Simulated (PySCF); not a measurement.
# OH+: from the state search to spectroscopic constants

The task here is to estimate one member of a computed series from the others.

The runs use PySCF 2.14.0; H def2-SVP, O def2-SVP, no relativity.

Set-up of the first run:

The job is set up so:

| Item | Value |
| --- | --- |
| atoms | H, O |
| charge | 1 |
| basis | H def2-SVP, O def2-SVP |
| Hamiltonian | no relativity |
| basis functions | 19 |
| electrons treated | 8 |
| masses in u | 1.0078, 15.9949 |
| levels | PBE0, PBE, r²SCAN, r²SCANh, M06-L, B3LYP, HF, MP2, SCS-MP2, CCSD, CCSD(T) |
| grid | 80 radial by 434 angular points |
| occupations | held fixed by the projection of orbital angular momentum |
| dissociation limit | H+ + O, each in its ground configuration |
| starting distance in angstrom | 1.020 |
| values of 2S to try | 0, 2 |

Command:

```sh
$ OMP_NUM_THREADS=1 python dia.py task.json out
```

Steps of the session up to this table: Input; First curve: PBE0; Excited determinants; PBE (GGA); r²SCAN; r²SCANh (hybrid meta-GGA); M06-L; B3LYP (global hybrid GGA); UHF (mean field); Adding correlation.

One of the session's tables, all rows but one given; the rest of the session is left out.

Energy (eV) from each level's lowest point:

| R (Å) | UHF | UHF-MP2 | UHF-SCS-MP2 | UHF-CCSD | UHF-CCSD(T) |
| --- | --- | --- | --- | --- | --- |
| 0.895 | 0.373 | 0.448 | 0.454 | n/a | n/a |
| 0.937 | 0.142 | 0.191 | 0.194 | 0.212 | 0.216 |
| 0.979 | 0.027 | 0.050 | 0.052 | 0.063 | 0.066 |
| 1.010 | 0.000 | 0.005 | 0.006 | 0.011 | 0.012 |
| 1.041 | 0.013 | 0.000 | 0.000 | 0.000 | 0.000 |
| 1.072 | 0.059 | 0.029 | 0.027 | 0.022 | 0.021 |
| 1.114 | 0.159 | 0.107 | 0.105 | 0.091 | 0.088 |
| 1.166 | ? | ? | ? | ? | ? |
| 1.228 | 0.576 | 0.480 | 0.475 | 0.435 | 0.427 |
| 1.312 | 0.939 | 0.831 | 0.825 | n/a | n/a |

Q: Estimate the row for R (Å) = 1.166 from the others.

Worked estimate for «UHF». A straight line through the neighbours (1.114, 0.159) and (1.228, 0.576) gives 0.159 + (0.576 − 0.159) × (1.166 − 1.114) / (1.228 − 1.114) = 0.349; a parabola fitted to 4 rows on both sides gives 0.337.

**Answer.** UHF: 0.329; UHF-MP2: 0.255; UHF-SCS-MP2: 0.251; UHF-CCSD: 0.226; UHF-CCSD(T): 0.221. In «UHF» the line misses by +0.020 and the parabola by +0.008.

Limits of these values: Lowest PBE0 solution found, without spin–orbit coupling: ³Σ⁻ (triplet), unpaired electrons π ↑↑.
